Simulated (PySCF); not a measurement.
Compound: C₄H₇N.
Numbering: `[C-:1]#[N+:2][CH:3]([CH3:4])[CH3:5]` (hydrogens: H6 on C3; H7, H8, H9 on C4; H10, H11, H12 on C5)

Structure optimised with GFN2-xTB, isolated species.

**Question.** List the bond lengths and angles at this level.

**Answer.** 
```tsv
bond	length (Å)	order
C1≡N2	1.162	triple
N2–C3	1.406	single
C3–C4, C3–C5	1.529	single
C3–H6	1.099	single
C4–H7 and 5 like bonds	1.088	single
```

Bonds in one row agree within 0.01 Å and their mean is given. Orders are formal, as drawn. A selection of angles:
```tsv
angle	degrees
C1–N2–C3	178.9
N2–C3–C4	109.3
N2–C3–H6	107.1
C4–C3–C5	111.7
C4–C3–H6	109.6
C3–C4–H7	110.1
C3–C4–H9	110.5
H7–C4–H8	108.9
```

The C–N distances run from 1.162 Å (C1≡N2, drawn triple) to 1.406 Å (N2–C3, drawn single), a spread of 0.244 Å.

Point group: Cs (every atom within 0.08 Å of its image). No GFN2-xTB frequencies stand behind this structure, so it isn't proved a minimum.

All values are computed, not measured.
